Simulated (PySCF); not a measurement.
Compound: H3SSi (doublet state).
Bonds: Si1–S2. Hydrogens: H3, H4, H5 on Si1.

The calculation used PBE0-D3(BJ)/def2-SVP geometry optimisation, gas phase in PySCF 2.14.0.

(1) Give the optimised bond lengths and angles.

## Answers

(1) 
```csv
bond,length (pm),order
Si1–S2,213.1,single
"Si1–H3, Si1–H4, Si1–H5",149.5,single
```

Bonds in one row agree within 1 pm and their mean is given. Orders are formal, as drawn. A selection of angles:
```csv
angle,degrees
S2–Si1–H3,112.7
S2–Si1–H4,112.4
S2–Si1–H5,103.7
H3–Si1–H4,109.2
```

Si1 (silicon bonded to S and 3 H) is distorted tetrahedral (angles from 103.7° to 112.7°).

Point group: near C3v, missed by 0.13 Å at most; the miss may be what the optimiser left on a soft mode (Cs holds within 0.08 Å). Not checked by PBE0-D3(BJ)/def2-SVP frequencies. ⟨S²⟩ = 0.754 (exact for a doublet: 0.75).

Time: 7.1 s wall. Hardware: an x86-64 server with one thread (shared host). That covers the optimisation of the geometry.
